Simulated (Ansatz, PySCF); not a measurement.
Molecule: C4H4N (charge 0, doublet). It need not be the lowest isomer of its formula. SMILES: C1=C[N]C=C1
Geometry: optimised at B3LYP-D3(BJ)/def2-TZVP (Ansatz, an electronic-structure program).
Markedly spin-contaminated UHF reference, which strains HF, MP2 and, less, CCSD(T): C1=C[N]C=C1.

Wanted: enthalpy of formation at 298 K (from the atomisation energy, B3LYP-D3(BJ)/def2-TZVP harmonic zero-point and thermal terms from PySCF, and the atoms' enthalpies of formation in the G2/97 table; no spin-orbit terms, and no core term in the frozen-core levels), in eV. Valence correlation only, unless marked. Open shells are spin-unrestricted. No spin-orbit coupling. Non-relativistic. The coupled-cluster limit lacks core correlation, which all-electron functionals hold. Basis-set limits of correlation are two-point, X^-3; Hartree-Fock from the larger set. [CCSD(T)-MP2]/basis is that difference in the basis named.

| level | program | enthalpy of formation at 298 K (eV) |
|---|---|---|
| HF-D3(BJ)/def2-TZVPD | PySCF + dftd3 | 13.37 |
| PBE0/6-31G* | Ansatz | 2.37 |
| r2SCAN0-D4/def2-TZVPD | Ansatz + dftd4 | 3.45 |
| B2GP-PLYP-D3(BJ)/def2-TZVPD | Ansatz + dftd3 | 3.38 |
| B2PLYP-D3(BJ)/def2-TZVPD | Ansatz + dftd3 | 3.18 |
| B2PLYP/def2-TZVPD | Ansatz | 3.33 |
| RI-MP2/CBS(cc-pVTZ,cc-pVQZ) | Ansatz | 2.26 |
| CCSD/6-31G | Ansatz | 9.84 |
| CCSD(T)/6-31G* | Ansatz | 6.46 |
| RI-MP2/CBS(cc-pVTZ,cc-pVQZ)+[CCSD(T)-MP2]/cc-pVDZ | Ansatz | 3.17 |
